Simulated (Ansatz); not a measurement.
# Worked example: vertical ionisation energy of C3H6O (allyl alcohol)

C3H6O: 10 atoms, total charge 0, spin state singlet. SMILES: `C=CCO`. The coordinates come from a PBE0-D4/def2-TZVP relaxation. This is one conformer, not always the lowest.

Both states at this one shape; open shells run unrestricted unless said. 1 Eh = 27.2114 eV.

```tsv
level	program	singlet C3H6O (Eh)	doublet C3H6O+ (Eh)
HF/STO-3G	Ansatz	-189.482618	-189.230206
B2PLYP/cc-pVDZ, 4 core orbitals frozen	Ansatz	-192.918737	-192.553663
RPA@PBE0/cc-pVDZ, 4 core orbitals frozen	Ansatz	-192.791796	-192.432351
```

Task: Work out the vertical ionisation energy at each level.

Result: 
1. HF/STO-3G: -189.230206 − (-189.482618) = 0.252412 Eh = 6.87 eV.
2. B2PLYP/cc-pVDZ: -192.553663 − (-192.918737) = 0.365074 Eh = 9.93 eV.
3. RPA@PBE0/cc-pVDZ: -192.432351 − (-192.791796) = 0.359445 Eh = 9.78 eV.

No measured value is set beside it here; the levels span 6.87 to 9.93 eV. Hartree–Fock favours the state with fewer electron pairs, since it lacks pair correlation. Minimal sets are far from the basis-set limit. The reference of the second state is spin-contaminated at HF/STO-3G (⟨S²⟩ = 0.99).
